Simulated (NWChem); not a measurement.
Species: C₃H₄ cation, doublet; SMILES of the neutral closed-shell parent C=C=C

```xyz
7

C      0.0000    -1.3255     0.0000
C      0.0000     0.0000     0.0000
C      0.0000     1.3255     0.0000
H     -0.8666    -1.9021    -0.3920
H      0.8666    -1.9021     0.3920
H      0.8666     1.9021    -0.3920
H     -0.8666     1.9021     0.3920
```
Atoms are numbered in this order, from 1.

Program: NWChem. Pople sets run with spherical d functions. Spin-unrestricted. Spin-contaminated determinants: UHF/6-31G* (<S²> = 0.86). In the optimisation the excess spin sits in b3 (D2, its own frame). Coordinates come from a PBE-D3(BJ)/def2-SVP, spin-unrestricted optimisation. This spin state was assumed; another may lie lower. No stability test was run on the SCF state. Atomic charges in e: unrestrained fits to the electrostatic potential beside Mulliken populations; buried atoms are poorly determined by the fit.

Q: What does the run give for UHF/6-31G*? Quantities: ESP C1; Mulliken C1; ESP C2; Mulliken C2; ESP C3; Mulliken C3; relative RMS misfit of the potential (%).

A: 
| Property | Result |
|---|---|
| ESP C1 | -0.28 |
| Mulliken C1 | -0.39 |
| ESP C2 | 0.43 |
| Mulliken C2 | 0.39 |
| ESP C3 | -0.28 |
| Mulliken C3 | -0.39 |
| relative RMS misfit of the potential (%) | 2 |
